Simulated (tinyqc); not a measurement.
Inside a calculation. Method: extended Hueckel theory, for LiF-. The parameters take no account of the charge, which enters only through the electron count, and nothing here shows that the anion is bound. One step of it, computed by the program tinyqc.

Question. Mulliken analysis. P = C n C^T; charge = valence electrons (F 7, Li 1) minus the sum of (P S)_ii on the atom; overlap population = 2 sum P_ij S_ij between two atoms.

coefficients:
```
              MO1       MO2        MO3        MO4        MO5        MO6        MO7        MO8
1Li 2s   0.040562  0.000000   0.000000  -0.022424   0.860139   0.000000   0.000000   0.603528
1Li 2px  0.000000  0.018505   0.025969   0.000000   0.000000   0.818065   0.590034   0.000000
1Li 2py  0.000000  0.025969  -0.018505   0.000000   0.000000  -0.590034   0.818065   0.000000
1Li 2pz  0.037143  0.000000   0.000000  -0.009429  -0.510683   0.000000   0.000000   0.985779
2F 2s    0.972517  0.000000   0.000000   0.012123  -0.039960   0.000000   0.000000  -0.615266
2F 2px   0.000000  0.577547   0.810490   0.000000   0.000000  -0.135550  -0.097766   0.000000
2F 2py   0.000000  0.810490  -0.577547   0.000000   0.000000   0.097766  -0.135550   0.000000
2F 2pz   0.004509  0.000000   0.000000   0.997473   0.035489   0.000000   0.000000   0.133955
```

occupations: 2.000000  2.000000  2.000000  2.000000  1.000000  0.000000  0.000000  0.000000

overlap S:
```
            1Li 2s   1Li 2px   1Li 2py    1Li 2pz     2F 2s    2F 2px    2F 2py     2F 2pz
1Li 2s    1.000000  0.000000  0.000000   0.000000  0.272851  0.000000  0.000000  -0.069818
1Li 2px   0.000000  1.000000  0.000000   0.000000  0.000000  0.134368  0.000000   0.000000
1Li 2py   0.000000  0.000000  1.000000   0.000000  0.000000  0.000000  0.134368   0.000000
1Li 2pz   0.000000  0.000000  0.000000   1.000000  0.410975  0.000000  0.000000  -0.075930
2F 2s     0.272851  0.000000  0.000000   0.410975  1.000000  0.000000  0.000000   0.000000
2F 2px    0.000000  0.134368  0.000000   0.000000  0.000000  1.000000  0.000000   0.000000
2F 2py    0.000000  0.000000  0.134368   0.000000  0.000000  0.000000  1.000000   0.000000
2F 2pz   -0.069818  0.000000  0.000000  -0.075930  0.000000  0.000000  0.000000   1.000000
```

Give: charges; Overlap populations.

Answer.

charges: 1Li -0.0827, 2F -0.9173

Overlap populations:
```
pair     value
2-1   0.141571
```
